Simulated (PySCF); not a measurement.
Shapes and spin states of SiHF

All numbers come from PySCF, PBE0, basis Si def2-TZVP, H def2-TZVP, F def2-TZVP (no relativity, density fitting).

Relaxations began from a few typed shapes and spin states; open shells are unrestricted. The search is not exhaustive: other isomers or separated fragments can lie lower, and high-lying points may rest on an excited occupation.

| spin | group | bonds | angles | imaginary modes (cm⁻¹) | ΔE (kJ/mol) | ΔE with ZPE (kJ/mol) |
| --- | --- | --- | --- | --- | --- | --- |
| singlet | Cs | Si–F 1.612 Å, Si–H 1.541 Å | F–Si–H 96.3° | none | 0.0 | 0.0 |
| triplet | Cs | Si–F 1.606 Å, Si–H 1.493 Å | F–Si–H 114.0° | none | 138.0 | 137.9 |
| triplet | C∞v | Si–F 1.629 Å, Si–H 1.634 Å | F–Si–H 180.0° | 1135i | 265.4 | – |
| singlet | C∞v | Si–F 1.659 Å, Si–H 1.737 Å | F–Si–H 180.0° | 1362i, 1362i | 305.7 | – |

The lowest minimum found is the singlet Cs: Si–F 1.612 Å, Si–H 1.541 Å; F–Si–H 96.3°.

Counting electrons, silicon keeps 2 of its valence electrons outside its bonds, so the VSEPR class is AX2E1 and the expected shape is bent; with unlike ligands the computed point group is Cs.

The electron or spin density has lower symmetry than the nuclear frame for the triplet C∞v at 265.4 kJ/mol.
